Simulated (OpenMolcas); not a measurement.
**Exact exchange and the HOMO–LUMO gap of BH2ClO**

BH2ClO: 5 atoms, total charge 0, spin state singlet. As SMILES, `OBCl`. The coordinates come from a PBE0-D4/def2-TZVP relaxation. This is one conformer, not always the lowest.

The HOMO–LUMO gap y, in eV, basis def2-SVPD; a is the functional's share of exact exchange. Programs: OpenMolcas 26.06.

| functional | program | a | y (eV) |
| --- | --- | --- | --- |
| BLYP | OpenMolcas | 0 | 6.28 |
| PBE | OpenMolcas | 0 | 6.28 |
| B3LYP | OpenMolcas | 0.2 | ? |
| PBE0 | OpenMolcas | 0.25 | 8.73 |
| BHLYP | OpenMolcas | 0.5 | 11.10 |

**Question.** Fit y = c + s·a to the known rows and predict B3LYP.

**Answer.** 
1. Means of the 4 rows: a = 0.1875, y = 8.098.
2. Σ(Δa)² = 0.17188, Σ(Δa·Δy) = 1.6594, so the slope is 1.6594/0.17188 = 9.6544.
3. Intercept: 8.098 − (9.6544) × 0.1875 = 6.288. The largest residual of the fit is 0.028.
4. B3LYP: 6.288 + (9.6544) × 0.2 = 8.22 eV.

The run gave 8.23 eV, so the prediction is off by -0.01 eV, within the scatter of the fit. Exact exchange lowers occupied levels and raises empty ones.
